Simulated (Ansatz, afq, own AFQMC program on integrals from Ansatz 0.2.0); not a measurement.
# Cu, doublet → Cu⁺, triplet

A free Cu atom.

E(triplet, charge +1) − E(doublet, charge +0) at this geometry, on UHF and UHF determinants.

Basis def2-TZVPP. Only valence electrons are correlated. AFQMC by an in-house program on the Cholesky factors that Ansatz 0.2.0 writes for its CCSD(T) run. The CISD trial takes its coefficients from CCSD amplitudes. Released means that phaseless walkers are propagated on without the constraint, phases kept. Uncertainties: one standard error, sampling alone. The metal's outer-core s and p shells are frozen, which shifts wave-function levels against functionals. The errors of all members are added in quadrature.

No full CI on the walks' own integrals is used here; CCSDT(Q) serves as the reference and is uncertain by about the last step of the cluster series. Each member takes its own surest rung, up to full CI.

Errors are counted within def2-TZVPP, not against nature.

Cautions: no relativity below Rb; outer-core shells of the metal frozen; Cu (doublet): the released energies get too noisy after the second time (errors over twice the walk's own, or jumping), so no released level is given (meV from the phaseless value at times in 1/Eh: -30 ± 7 at 0.60, -38 ± 8 at 1.20, -52 ± 14 at 2.00, -80 ± 32 at 3.00, -159 ± 111 at 4.20), though the last usable value meets CCSDT(Q) within the noise, the ph-AFQMC/CISD walk drifts between its halves (2.4 errors), its ph-AFQMC/CISD value lies 35 ± 4 meV above CCSDT(Q); Cu⁺ (triplet): another spin lies lower; this isn't the first ionization.

```csv
level,vertical ionization energy (eV)
HF,7.629
MP2,11.231
```

(1) From these cheaper values, estimate the vertical ionization energy at the reference level in def2-TZVPP.

(1) 10.403 eV (CCSDT(Q) in def2-TZVPP).

```
        level  vertical ionization energy (eV)  error against CCSDT(Q) (eV)
         CCSD                           10.188                       -0.215
      CCSD(T)                           10.432                        0.029
        CCSDT                           10.410                        0.007
ph-AFQMC/CISD                   10.376 ± 0.004               -0.027 ± 0.004
```

Correlation beyond CCSD(T) takes off 0.029 eV. The perturbative (T) step is worth +0.244 eV.

A walk keeps the symmetry of its determinant, which the program's search chose and which needn't be the lowest solution, so a lower state of the same spin and another symmetry isn't excluded.
